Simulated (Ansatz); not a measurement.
Basis-set extrapolation for `CC1=CN1` (PBE0-D4/def2-TZVP geometry, frozen core, Ansatz). Multiplicity 1, RHF reference.

```tsv
	def2-TZVPP	def2-QZVPP
HF	-170.894635	-170.902664
MP2 correlation	-0.697410	-0.742996
CCSD(T) correlation	-0.755894	not run
```

Energies in hartree. Use E(X) = E(∞) + A·exp(−7.88·√X) for Hartree–Fock and E(X) = E(∞) + B·X^(−2.97) for correlation, with X = 3 and 4, and add CCSD(T) minus MP2 of the smaller set to the MP2 limit.

What is the CCSD(T) energy at the basis-set limit?

HF limit: -170.902664 + (-0.008029) × 0.13774 = -170.90377. MP2 limit: -0.742996 + (-0.045586) × 0.74074 = -0.77676. Higher-order term: -0.755894 − (-0.697410) = -0.05848. Total: -171.73901 hartree, 55.5 kcal/mol below CCSD(T)/def2-TZVPP.
